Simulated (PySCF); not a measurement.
**SVWN5/STO-6G run of BHO2 (oxoborinic acid)**

Aim: the energy change on altering one bond length of BHO2 (oxoborinic acid) at SVWN5/STO-6G, from 2 runs. 

Program for the calculation: PySCF 2.14.0.

6 further runs of the same task are left out: 6 set aside as unsound or not needed.

**1. The system as given**

The species is BHO2 (4 atoms), meant as a singlet with charge 0. As SMILES, `O=BO`. The coordinates come from a PBE0-D4/def2-TZVP relaxation.

Bond lengths: O1–B2 1.210 Å, B2–O3 1.322 Å, O3–H4 0.960 Å. Angles: O1–B2–O3 177.5°, B2–O3–H4 117.0°.

**2. A single-point energy at SVWN5/STO-6G**

input.py reads:

```python
# O=BO
from pyscf import gto, dft

mol = gto.M(
    atom='O -1.555100 0.523500 0.428500; B -0.423900 0.132000 0.248600; O 0.816700 -0.302000 0.108600; H 1.162300 -0.353500 -0.785700',
    verbose=3,
    basis='sto-6g',
    max_memory=1860,
    charge=0,
)

myscf = dft.RKS(mol)
myscf.xc = 'svwn'
myscf.grids.level = 5
myscf.conv_tol = 1e-10
myscf.kernel()
if not myscf.converged:
    myscf = myscf.newton().run(myscf.mo_coeff, myscf.mo_occ)

e_final = myscf.e_tot
print('E(%s) = %.9f' % ('SVWN5', e_final))
```

Command:

```
$ OMP_NUM_THREADS=1 python input.py
```

Standard output:

```text
converged SCF energy = -173.868073073958
E(SVWN5) = -173.868073074
```

Run time: 2.3 s. Hardware: 1 thread of Intel Xeon 6975P-C (Granite Rapids), shared host; peak memory 0.14 GiB.

**3. The distorted shape, same level**

job.py reads:

```python
from pyscf import gto, dft

system = gto.M(
    atom='''
O     -3.069356     1.008740     1.147806
B     -0.931697     0.268912     0.807845
O      1.412697    -0.551229     0.543283
H      2.196429    -0.668018    -1.484758
''',
    max_memory=1860,
    verbose=4,
    charge=0,
    basis='sto-6g',
    unit='bohr',
)

mf = dft.RKS(system)
mf.xc = 'svwn'
mf.grids.level = 5
mf.conv_tol = 1e-10
mf.kernel()
if not mf.converged:
    mf = mf.newton().run(mf.mo_coeff, mf.mo_occ)

etot = mf.e_tot
print('Final energy', etot)
```

Command:

```
$ OMP_NUM_THREADS=1 python job.py
```

Standard output:

```text
PySCF version 2.14.0

[INPUT] num. atoms = 4
[INPUT] num. electrons = 22
[INPUT] charge = 0
[INPUT] spin (= nelec alpha-beta = 2S) = 0
[INPUT] symmetry False subgroup None
[INPUT] Mole.unit = bohr
[INPUT] Symbol           X                Y                Z      unit          X                Y                Z       unit  Magmom
[INPUT]  1 O     -1.624233247401   0.533802219743   0.607392777757 AA   -3.069356000000   1.008740000000   1.147806000000 Bohr   0.0
[INPUT]  2 B     -0.493032819883   0.142302102143   0.427493163956 AA   -0.931697000000   0.268912000000   0.807845000000 Bohr   0.0
[INPUT]  3 O      0.747567058335  -0.291697824798   0.287492982680 AA    1.412697000000  -0.551229000000   0.543283000000 Bohr   0.0
[INPUT]  4 H      1.162300172204  -0.353499902084  -0.785700097331 AA    2.196429000000  -0.668018000000  -1.484758000000 Bohr   0.0

nuclear repulsion = 53.1128304344096
number of shells = 10
number of NR pGTOs = 96
number of NR cGTOs = 16
basis = sto-6g
ecp = {}

******** <class 'pyscf.dft.rks.RKS'> ********
method = RKS
initial guess = minao
damping factor = 0
level_shift factor = 0
DIIS = <class 'pyscf.scf.diis.CDIIS'>
diis_start_cycle = 1
diis_space = 8
diis_damp = 0
SCF conv_tol = 1e-10
SCF conv_tol_grad = None
SCF max_cycles = 50
direct_scf = True
direct_scf_tol = 1e-13
XC library pyscf.dft.libxc version 7.0.0
    S. Lehtola, C. Steigemann, M. J.T. Oliveira, and M. A.L. Marques.,  SoftwareX 7, 1–5 (2018)
XC functionals = svwn
    P. A. M. Dirac.,  Math. Proc. Cambridge Philos. Soc. 26, 376 (1930)
    F. Bloch.,  Z. Phys. 57, 545 (1929)
    S. H. Vosko, L. Wilk, and M. Nusair.,  Can. J. Phys. 58, 1200 (1980)
radial grids:
    Treutler-Ahlrichs [JCP 102, 346 (1995); DOI:10.1063/1.469408] (M4) radial grids

becke partition: Becke, JCP 88, 2547 (1988); DOI:10.1063/1.454033
pruning grids: <function nwchem_prune>
grids dens level: 5
symmetrized grids: False
atomic radii adjust function: <function treutler_atomic_radii_adjust>
small_rho_cutoff = 0
Set gradient conv threshold to 1e-05
Initial guess from minao.
tot grids = 152656
init E= -174.154181896308
  HOMO = -0.349734023025981  LUMO = 0.025505200782175  gap/eV = 10.21078
cycle= 1 E= -173.61110958558  delta_E= 0.543  |g|= 0.83  |ddm|= 2.87
  HOMO = 0.0104997465086101  LUMO = 0.121149082082889  gap/eV = 3.01092
cycle= 2 E= -171.67067642304  delta_E= 1.94  |g|= 2.69  |ddm|= 3.75
  HOMO = -0.0718853897307604  LUMO = 0.108580814846351  gap/eV = 4.91074
cycle= 3 E= -173.676976028643  delta_E= -2.01  |g|= 0.827  |ddm|= 3.15
  HOMO = -0.129603811205425  LUMO = 0.0838897855276449  gap/eV = 5.80946
cycle= 4 E= -173.852273501475  delta_E= -0.175  |g|= 0.13  |ddm|= 0.939
  HOMO = -0.138889573927903  LUMO = 0.079247766224036  gap/eV = 5.93582
cycle= 5 E= -173.85684213696  delta_E= -0.00457  |g|= 0.026  |ddm|= 0.118
  HOMO = -0.14046821770119  LUMO = 0.0787139925174556  gap/eV = 5.96425
cycle= 6 E= -173.857026771261  delta_E= -0.000185  |g|= 0.00481  |ddm|= 0.0227
  HOMO = -0.140971211974634  LUMO = 0.0789357222208723  gap/eV = 5.98397
cycle= 7 E= -173.857034267609  delta_E= -7.5e-06  |g|= 0.00159  |ddm|= 0.0062
  HOMO = -0.141029209757799  LUMO = 0.0788902484716272  gap/eV = 5.98431
cycle= 8 E= -173.857034962141  delta_E= -6.95e-07  |g|= 3.11e-05  |ddm|= 0.00158
  HOMO = -0.141030350915812  LUMO = 0.0788916264027966  gap/eV = 5.98438
cycle= 9 E= -173.857034962571  delta_E= -4.3e-10  |g|= 8.78e-06  |ddm|= 7.05e-05
  HOMO = -0.141029766583043  LUMO = 0.0788914442605283  gap/eV = 5.98436
cycle= 10 E= -173.857034962594  delta_E= -2.3e-11  |g|= 7.69e-07  |ddm|= 1.02e-05
  HOMO = -0.141029684320116  LUMO = 0.0788913622939049  gap/eV = 5.98436
Extra cycle  E= -173.857034962592  delta_E= 1.59e-12  |g|= 2.61e-06  |ddm|= 3.53e-06
converged SCF energy = -173.857034962592
Final energy -173.85703496259194
```

Run time: 2.5 s. Hardware: 1 thread of Intel Xeon 6975P-C (Granite Rapids), shared host; peak memory 0.14 GiB.

**4. Summary of results**

Level: SVWN5/STO-6G.

| quantity | value |
| --- | --- |
| first shape: total energy | -173.86807 Eh |
| first shape: dipole moment | 2.78 D |
| first shape: HOMO energy | -3.97 eV |
| first shape: LUMO energy | 3.89 eV |
| first shape: HOMO–LUMO gap | 7.86 eV |
| distorted shape: total energy | -173.85703 Eh |
| distorted shape: dipole moment | 2.81 D |
| distorted shape: HOMO energy | -3.84 eV |
| distorted shape: LUMO energy | 2.15 eV |
| distorted shape: HOMO–LUMO gap | 5.98 eV |
| energy change with the O3–H4 bond stretched from 0.960 to 1.152 Å | 0.300 eV |

With the O3–H4 bond stretched from 0.960 to 1.152 Å the energy rises by 0.30 eV (6.9 kcal/mol). The first shape isn't relaxed at this level, so the change isn't measured from a minimum. The minimal basis adds a large error of its own. Mulliken charges (distorted shape) run from -0.25 on O3 to +0.27 on B2; they depend strongly on the basis.
